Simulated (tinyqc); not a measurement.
UKS/BLYP in the sto-6g basis, for LiH, spin multiplicity 3, step by step. One step of it, computed by the program tinyqc.

Question. Iteration 2: DIIS coefficients. Solve [B -1; -1 0][c; lambda] = [0; -1] for the coefficients, which sum to one.

B (overlaps of the stored error matrices):
```
                1               2
1   2.1011093e-02  -5.1632480e-03
2  -5.1632480e-03   9.7608675e-03
```

Give: DIIS coefficients.

Answer.

DIIS coefficients: 0.3631  0.6369
